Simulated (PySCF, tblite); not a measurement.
Isomers of C3H2FO (doublet state), one GFN2-xTB conformer each. Single-point energies are computed at B3LYP/pcH-1 (PySCF, gas phase, no added dispersion term), electronic only. GFN2-xTB treats the open shell by occupation alone, and not every SCF solution was tested for stability.

```csv
SMILES,GFN2-xTB relative energy (kJ/mol)
[H]/[C]=C(/F)C=O,42.1
O=C/[C]=C\F,0.0
```

Conformers: `[H]/[C:1]=[C:2](/[F:3])[CH:4]=[O:5]` (doublet state) with C1–C2–C4–O5 0°; `[O:1]=[CH:2]/[C:3]=[CH:4]\[F:5]` (doublet state) with O1–C2–C3–C4 118°.

**Question.** What does B3LYP/pcH-1 give for the same structures?

**Answer.** 
| SMILES | B3LYP/pcH-1 E (Eh) | B3LYP/pcH-1 (kJ/mol) | GFN2-xTB (kJ/mol) | point group |
| --- | --- | --- | --- | --- |
| O=C/[C]=C\F | -290.47278 | 0.0 | 0.0 | C1 |
| [H]/[C]=C(/F)C=O | -290.47159 | 3.1 | 42.1 | Cs |

Both levels put the same isomer lowest. Neighbours under 21 kJ/mol apart (O=C/[C]=C\F and [H]/[C]=C(/F)C=O) can change places with a better method, another conformer or zero-point energy.

**Question.** What happens when harmonic zero-point energies from GFN2-xTB frequencies are added?

**Answer.** 
| SMILES | ZPE (kJ/mol) | electronic (kJ/mol) | with ZPE (kJ/mol) |
| --- | --- | --- | --- |
| O=C/[C]=C\F | 99.7 | 0.0 | 0.0 |
| [H]/[C]=C(/F)C=O | 100.1 | 3.1 | 3.6 |

The zero-point energies span 0.4 kJ/mol. The order is unchanged.
